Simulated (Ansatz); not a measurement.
**C₂H₃FO: shape, modes and thermochemistry**

Aim: relax C₂H₃FO from a cheap starting geometry, then compute its harmonic vibrations to see whether it is a minimum and to get the zero-point energy and entropy, and look at its orbitals and charge.

Computed with Ansatz 0.2.0, Gaussian basis. Level: RKS PBE0-D4/def2-TZVP.

Plan: relaxation at PBE-D4/def2-SVP; relaxation at PBE0-D4/def2-TZVP; harmonic vibrations at the same level; a single point in def2-TZVPP for the fields.

### 1 Where the work starts

SMILES `OC=CF`, 7 atoms, charge 0, spin multiplicity 1.

Atoms are counted from 1 here; the program's logs count them from 0.

Bond lengths: O1–C2 1.303 Å, O1–H5 0.995 Å, C2–C3 1.322 Å, C2–H6 1.093 Å, C3–F4 1.287 Å, C3–H7 1.132 Å. Angles: C2–O1–H5 111.8°, O1–C2–C3 121.8°, O1–C2–H6 112.1°, C3–C2–H6 126.2°, C2–C3–F4 125.3°, C2–C3–H7 124.3°, F4–C3–H7 110.2°.

The start is a force-field geometry with small random shifts, so a cheaper pass at PBE-D4/def2-SVP comes first.

### 2 Relaxation at PBE-D4/def2-SVP (cheap first pass)

Contents of in.yaml:

```yaml
crystal:
  periodic: [false, false, false]
  atoms:
    - {symbol: O, position_ang: [-0.920200, 1.123800, -0.159400]}
    - {symbol: C, position_ang: [0.081200, 0.496100, 0.388300]}
    - {symbol: C, position_ang: [0.443300, -0.712900, -0.004100]}
    - {symbol: F, position_ang: [-0.083200, -1.366500, -0.979200]}
    - {symbol: H, position_ang: [-1.341800, 0.586800, -0.883400]}
    - {symbol: H, position_ang: [0.558200, 1.089200, 1.172500]}
    - {symbol: H, position_ang: [1.323700, -1.284500, 0.419500]}
basis:
  gaussian: {orbitals: def2-SVP}
hamiltonian: {xc: pbe, dispersion: d4}
relax: {f_tol: 0.03, max_steps: 200}
```

The run is started by

```bash
> ansatz run in.yaml --threads 2 --pin off --events-out ev --progress --plain --max-ram 4352MiB
```

Standard output, shortened:

```text
Functional definition: PBE
  name "PBE"
  cite "Perdew, Burke & Ernzerhof, Phys. Rev. Lett. 77, 3865 (1996) doi:10.1103/PhysRevLett.77.3865"
  parent pbe
[...]
781 factors; their error is unknown
[...]
mean field -6872.70925758 eV, -252.5674067264 hartree, gradient 3.3e-5 eV, S^2 0.000000; 0 other end points of the search recorded, 0 dependent functions left out
[...]
reference -6872.70928022 eV, -252.5674075583 hartree; 16, 16 occupied and 55, 55 virtual orbitals, 781 factors
relax step   1: F+E_penalty+E_count = -6872.79629124 eV  Δ(F+E_penalty+E_count) = +0.000e0 eV  max|allowed force component| = 4.013e0 eV/Å  Δτ_max = 0.0000 Å  (26 SCF iters, accepted)
[...]
relax step   5: F+E_penalty+E_count = -6873.14136000 eV  Δ(F+E_penalty+E_count) = -3.354e-3 eV  max|allowed force component| = 4.145e-2 eV/Å  Δτ_max = 0.0196 Å  (30 SCF iters, accepted)
[...]
relax step   6: F+E_penalty+E_count = -6873.14141151 eV  Δ(F+E_penalty+E_count) = -5.151e-5 eV  max|allowed force component| = 1.309e-2 eV/Å  Δτ_max = 0.0047 Å  (31 SCF iters, accepted)
781 factors; their error is unknown
[...]
mean field -6873.05490761 eV, -252.5801091308 hartree, gradient 2.0e-5 eV, S^2 0.000000; 1 other end points of the search recorded, 0 dependent functions left out
[...]
reference -6873.05493051 eV, -252.5801099724 hartree; 16, 16 occupied and 55, 55 virtual orbitals, 781 factors
Total energy: -6873.14143441 eV, -252.5832889319 hartree
Atom 0 at    -0.968149     1.162339    -0.182517 Å, force    -0.002504    -0.005986     0.005787 eV/Å
Atom 1 at     0.076152     0.500905     0.377503 Å, force    -0.000201     0.005275    -0.005188 eV/Å
Atom 2 at     0.503707    -0.721555     0.006944 Å, force     0.001302    -0.010936     0.000754 eV/Å
Atom 3 at    -0.139290    -1.375085    -1.001712 Å, force     0.004870     0.013087     0.006577 eV/Å
Atom 4 at    -1.329965     0.580549    -0.882272 Å, force     0.000178     0.001724    -0.002178 eV/Å
Atom 5 at     0.571410     1.054795     1.188971 Å, force     0.001700    -0.007384    -0.008214 eV/Å
Atom 6 at     1.347336    -1.269949     0.447283 Å, force    -0.005346     0.004219     0.002461 eV/Å
Dipole moment:     0.086578    -0.036534     0.058645 e Å
```

Run time: 7 s. Hardware: 2 threads of Arm Neoverse V1, shared host.

Along the way:

| step | energy from step 1 (eV) | largest force component (eV/Å) |
| --- | --- | --- |
| 1 | 0.0000 | 4.0128 |
| 2 | -0.2876 | 1.4430 |
| 3 | -0.3383 | 0.2419 |
| 4 | -0.3417 | 0.1600 |
| 5 | -0.3451 | 0.0414 |
| 6 | -0.3451 | 0.0131 |

Distances of close pairs at the start and the end, largest changes first:

| bond | before (Å) | after (Å) | change (Å) |
| --- | --- | --- | --- |
| C3–F4 | 1.287 | 1.363 | +0.077 |
| O1–C2 | 1.303 | 1.357 | +0.054 |
| C3–H7 | 1.132 | 1.098 | -0.034 |
| C2–C3 | 1.322 | 1.347 | +0.025 |
| O1–H5 | 0.995 | 0.979 | -0.016 |
| C2–H6 | 1.093 | 1.100 | +0.007 |

### 3 Geometry optimisation, PBE0-D4/def2-TZVP

Contents of in.yaml:

```yaml
crystal:
  periodic: [false, false, false]
  atoms:
    - {symbol: O, position_ang: [-0.968149, 1.162339, -0.182517]}
    - {symbol: C, position_ang: [0.076152, 0.500905, 0.377503]}
    - {symbol: C, position_ang: [0.503707, -0.721555, 0.006944]}
    - {symbol: F, position_ang: [-0.139290, -1.375085, -1.001712]}
    - {symbol: H, position_ang: [-1.329965, 0.580549, -0.882272]}
    - {symbol: H, position_ang: [0.571410, 1.054795, 1.188971]}
    - {symbol: H, position_ang: [1.347336, -1.269949, 0.447283]}
basis:
  gaussian: {orbitals: def2-TZVP}
hamiltonian: {xc: pbe0, dispersion: d4}
relax: {f_tol: 0.005, max_steps: 150}
```

The command is unchanged.

Standard output, shortened:

```text
Functional definition: PBE0
  name "PBE0"
  cite "Adamo & Barone, J. Chem. Phys. 110, 6158 (1999) doi:10.1063/1.478522"
  cite "Perdew, Burke & Ernzerhof, Phys. Rev. Lett. 77, 3865 (1996) doi:10.1103/PhysRevLett.77.3865"
  parent pbe
[...]
799 factors; their error is unknown
[...]
mean field -6881.27552832 eV, -252.8822113698 hartree, gradient 2.5e-5 eV, S^2 0.000000; 0 other end points of the search recorded, 0 dependent functions left out
[...]
reference -6881.27554990 eV, -252.8822121628 hartree; 16, 16 occupied and 126, 126 virtual orbitals, 799 factors
relax step   1: F+E_penalty+E_count = -6881.34651233 eV  Δ(F+E_penalty+E_count) = +0.000e0 eV  max|allowed force component| = 7.347e-1 eV/Å  Δτ_max = 0.0000 Å  (27 SCF iters, accepted)
[...]
reference -6881.31687333 eV, -252.8837307707 hartree; 16, 16 occupied and 126, 126 virtual orbitals, 799 factors
Total energy: -6881.38802788 eV, -252.8863456523 hartree
Atom 0 at    -0.959414     1.150227    -0.179608 Å, force    -0.000493     0.001351     0.000462 eV/Å
Atom 1 at     0.078034     0.487071     0.370381 Å, force     0.000801    -0.003138    -0.001203 eV/Å
Atom 2 at     0.502510    -0.714321     0.010654 Å, force     0.002001    -0.001462     0.000862 eV/Å
Atom 3 at    -0.122177    -1.376448    -0.987874 Å, force    -0.000664     0.000807    -0.000112 eV/Å
Atom 4 at    -1.339548     0.604116    -0.877221 Å, force     0.000067     0.000350     0.000250 eV/Å
Atom 5 at     0.569306     1.027425     1.168011 Å, force    -0.001204     0.001574    -0.000180 eV/Å
Atom 6 at     1.332489    -1.246072     0.449857 Å, force    -0.000508     0.000519    -0.000078 eV/Å
Dipole moment:     0.115988    -0.034225     0.086594 e Å
```

Run time: 18 s. Hardware: 2 threads of Arm Neoverse V1, shared host.

Step by step:

| step | energy from step 1 (eV) | largest force component (eV/Å) |
| --- | --- | --- |
| 1 | 0.0000 | 0.7347 |
| 2 | -0.0376 | 0.2690 |
| 3 | -0.0411 | 0.0430 |
| 4 | -0.0413 | 0.0301 |
| 5 | -0.0415 | 0.0137 |
| 6 | -0.0415 | 0.0053 |
| 7 | -0.0415 | 0.0031 |

Close pairs (by a distance rule), those that changed most:

| bond | before (Å) | after (Å) | change (Å) |
| --- | --- | --- | --- |
| C2–C3 | 1.347 | 1.324 | -0.023 |
| C3–H7 | 1.098 | 1.079 | -0.019 |
| C2–H6 | 1.100 | 1.081 | -0.019 |
| O1–H5 | 0.979 | 0.964 | -0.015 |
| C3–F4 | 1.363 | 1.351 | -0.012 |
| O1–C2 | 1.357 | 1.349 | -0.009 |

Mulliken charges at the end point, from the run's report:

| atom | value (e) |
| --- | --- |
| O1 | -0.39 |
| C2 | -0.01 |
| C3 | 0.03 |
| F4 | -0.22 |
| H5 | 0.33 |
| H6 | 0.14 |
| H7 | 0.12 |

### 4 Force constants and modes

Contents of in.yaml:

```yaml
crystal:
  periodic: [false, false, false]
  atoms:
    - {symbol: O, position_ang: [-0.959414, 1.150227, -0.179608]}
    - {symbol: C, position_ang: [0.078034, 0.487071, 0.370381]}
    - {symbol: C, position_ang: [0.502510, -0.714321, 0.010654]}
    - {symbol: F, position_ang: [-0.122177, -1.376448, -0.987874]}
    - {symbol: H, position_ang: [-1.339548, 0.604116, -0.877221]}
    - {symbol: H, position_ang: [0.569306, 1.027425, 1.168011]}
    - {symbol: H, position_ang: [1.332489, -1.246072, 0.449857]}
basis:
  gaussian: {orbitals: def2-TZVP}
hamiltonian: {xc: pbe0, dispersion: d4}
phonons: {temperatures: {t_min: 298.15, t_max: 900, t_step: 200}}
```

Launched as before.

Standard output, shortened:

```text
Functional definition: PBE0
  name "PBE0"
  cite "Adamo & Barone, J. Chem. Phys. 110, 6158 (1999) doi:10.1063/1.478522"
  cite "Perdew, Burke & Ernzerhof, Phys. Rev. Lett. 77, 3865 (1996) doi:10.1103/PhysRevLett.77.3865"
  parent pbe
[...]
799 factors; their error is unknown
[...]
mean field -6881.31685225 eV, -252.8837299961 hartree, gradient 3.7e-5 eV, S^2 0.000000; 0 other end points of the search recorded, 0 dependent functions left out
[...]
reference -6881.31687367 eV, -252.8837307834 hartree; 16, 16 occupied and 126, 126 virtual orbitals, 799 factors
[...]
799 factors; their error is unknown
mean field -6881.31673580 eV, -252.8837257167 hartree, gradient 1.3e-6 eV, S^2 0.000000; 0 other end points of the search recorded, 0 dependent functions left out
[...]
reference -6881.31675723 eV, -252.8837265041 hartree; 16, 16 occupied and 126, 126 virtual orbitals, 799 factors
[...]
Total energy: -6881.38802823 eV, -252.8863456650 hartree
Atom 0 at    -0.959414     1.150227    -0.179608 Å, force    -0.000535     0.001348     0.000421 eV/Å
Atom 1 at     0.078034     0.487071     0.370381 Å, force     0.000818    -0.003173    -0.001209 eV/Å
Atom 2 at     0.502510    -0.714321     0.010654 Å, force     0.001993    -0.001469     0.000851 eV/Å
Atom 3 at    -0.122177    -1.376448    -0.987874 Å, force    -0.000656     0.000821    -0.000097 eV/Å
Atom 4 at    -1.339548     0.604116    -0.877221 Å, force     0.000088     0.000372     0.000283 eV/Å
Atom 5 at     0.569306     1.027425     1.168011 Å, force    -0.001201     0.001580    -0.000174 eV/Å
Atom 6 at     1.332489    -1.246072     0.449857 Å, force    -0.000508     0.000520    -0.000077 eV/Å
Dipole moment:     0.115988    -0.034225     0.086594 e Å
Vibrations: 234.45 426.03 547.17 730.28 769.14 890.08 1038.47 1135.54 1231.75 1368.83 1404.12 1770.34 3239.16 3271.50 3824.26 cm⁻¹, zero-point energy 1.356457 eV
```

It took 61 s on 2 threads of Arm Neoverse V1, shared host; peak memory 0.36 GiB.

Motions are named by where the mode's potential energy lies. The modes, unscaled (a negative number is an imaginary wavenumber):

| mode | cm⁻¹ | motion |
| --- | --- | --- |
| 1 | 234 | bend |
| 2 | 426 | torsion |
| 3 | 547 | torsion |
| 4 | 730 | torsion |
| 5 | 769 | bend |
| 6 | 890 | torsion |
| 7 | 1038 | C–F and C–C stretch |
| 8 | 1136 | C–O stretch with bend |
| 9 | 1232 | bend |
| 10 | 1369 | bend |
| 11 | 1404 | bend |
| 12 | 1770 | C–C stretch |
| 13 | 3239 | C–H stretch |
| 14 | 3271 | C–H stretch |
| 15 | 3824 | O–H stretch |

Ideal gas, rigid rotor and harmonic oscillator at 298.15 K and 1 bar, with symmetry number 1:

| term | value |
| --- | --- |
| zero-point energy | 130.9 kJ/mol |
| H(298) − E | 144.2 kJ/mol |
| entropy, translation | 160.3 J/(mol K) |
| entropy, rotation | 99.6 J/(mol K) |
| entropy, vibration | 17.3 J/(mol K) |
| entropy, total | 277.2 J/(mol K) |

### 5 A single point for the fields

in.yaml: that of step 4 with these lines changed.

```diff
@@ -11,4 +11,4 @@
 basis:
-  gaussian: {orbitals: def2-TZVP}
+  gaussian: {orbitals: def2-TZVPP}
 hamiltonian: {xc: pbe0, dispersion: d4}
-phonons: {temperatures: {t_min: 298.15, t_max: 900, t_step: 200}}
+output: {orbitals: {seedname: orbitals}}
```

Launched as before.

Standard output:

```text
Functional definition: PBE0
  name "PBE0"
  cite "Adamo & Barone, J. Chem. Phys. 110, 6158 (1999) doi:10.1063/1.478522"
  cite "Perdew, Burke & Ernzerhof, Phys. Rev. Lett. 77, 3865 (1996) doi:10.1103/PhysRevLett.77.3865"
  parent pbe
  parameter a = 0.25
  parameter kappa = 0.804
  parameter beta = 0.06672455060314922
  exchange = (1 - a)*pbe_x(kappa = kappa, mu = beta*pi^2/3) + a*exact_x
  correlation = pbe_c(beta = beta)
844 factors; their error is unknown
mean field evaluation 1: about -6877.3554 eV, gradient 4.6e1 eV
mean field evaluation 2: about -6875.9584 eV, gradient 5.5e1 eV
mean field evaluation 4: about -6881.3522 eV, gradient 2.5e0 eV
mean field evaluation 8: about -6881.3810 eV, gradient 4.6e-1 eV
mean field evaluation 16: about -6881.3812 eV, gradient 2.1e-5 eV
mean field -6881.38123590 eV, -252.8860960516 hartree, gradient 2.1e-5 eV, S^2 0.000000; 0 other end points of the search recorded, 0 dependent functions left out
reference -6881.38125756 eV, -252.8860968475 hartree; 16, 16 occupied and 150, 150 virtual orbitals, 844 factors
Total energy: -6881.45241211 eV, -252.8887117291 hartree
```

Run time: 1.9 s. Hardware: 2 threads of Arm Neoverse V1, shared host; peak memory 0.27 GiB.

The fields below are evaluated on a grid from the run's orbitals.

Frontier orbitals at PBE0-D4/def2-TZVPP, with the share of their density that lies nearest to each atom:

| orbital | energy (eV) | lies on |
| --- | --- | --- |
| HOMO | -6.78 | C3 35 %; C2 24 %; O1 21 % |
| LUMO | 0.90 | C2, C3 about 31 % each; H6, H7 about 12 % each; O1 8 % |

ELF in a plane through or near 7 of the atoms.

Ten even steps from ' ' (0.00) to '@' (1.00):
```
                                                        
                                                        
                                                        
                    ..==****==..                        
                    ##@@@@@@@@**..                      
                  ..%%@@@@@@@@##::                      
                    **@@@@@@@@++..    ..--::            
          ..::::::  --##%%@@**--    ++%%@@@@++..        
        ..--######**++==::--==++--==@@@@@@@@%%==        
        ::++%%@@%%++####....%%##::==@@@@@@@@@@++        
        ..::**##**==**++----**--==..##%%%%##==..        
            ::++%%@@%%==    --++****::..                
            ..++@@@@%%--  ..####==****--                
              --##%%==    ==%%##--**%%**--              
                ::::      --########**==::..            
                          ..----==--::..                
                                                        
                                                        
                                                        
                                                        
```
The map spans 8.9 Å across and 8.5 Å up, centred on the molecule. Atoms in the plane (x, y in Å): O1 (-1.5, 0.0), C2 (-0.3, 0.6), C3 (0.9, -0.1), F4 (0.8, -1.5), H5 (-1.4, -1.0), H6 (-0.3, 1.6), H7 (1.8, 0.3).

log10 of the density (e/Å³) in the same plane.

Ten even steps from '0' (-4.0) to '9' (1.7):
```
0000000000000000000000000000
0000000000000000000000000000
0000000000111111000000000000
0000000011223322210000000000
0000000112344443321100000000
0000001223456654432221100000
0000122334567765443333210000
0001234455667766555544321000
0012345666679976666665432100
0012346788777877777765432100
0012346778766677976655322100
0012335677765567776544321000
0001234566655578886543210000
0000123445444578987543210000
0000012233334567776543100000
0000001112223345554432100000
0000000000012233333221000000
0000000000000111211100000000
0000000000000000000000000000
0000000000000000000000000000
```
The map spans 8.9 Å across and 8.5 Å up, centred on the molecule. Atoms in the plane (x, y in Å): O1 (-1.5, 0.0), C2 (-0.3, 0.6), C3 (0.9, -0.1), F4 (0.8, -1.5), H5 (-1.4, -1.0), H6 (-0.3, 1.6), H7 (1.8, 0.3).

On the surface of density 0.002 e/bohr³ the electrostatic potential runs, from the 1st to the 99th percentile, from -1.02 V near O1 to 2.15 V near H5.

### 6 What came out

```
                  quantity            value
               point group               Cs
                     steps            6 + 7
shift from the start (rms)          0.047 Å
              total energy    -6881.3880 eV
           dispersion term          -71 meV
             dipole moment           0.71 D
lowest, highest wavenumber   234, 3824 cm⁻¹
         zero-point energy     130.9 kJ/mol
       entropy at 298.15 K  277.2 J/(mol K)
                HOMO, LUMO   -6.78, 0.90 eV
```

**Reading.** The relaxed geometry lies 0.05 Å (rms) from the start; the bond that changed most is C3–F4, from 1.287 to 1.351 Å. All wavenumbers are real, so the end point is a minimum. The stiffest mode, 3824 cm⁻¹, is an O–H stretch. Harmonic hybrid wavenumbers usually lie a few per cent above measured fundamentals. The largest Mulliken charge, -0.39 e, sits on O1. The HOMO lies mostly on C3 35 %; C2 24 % and the LUMO on C2, C3 about 31 % each; H6, H7 about 12 % each.
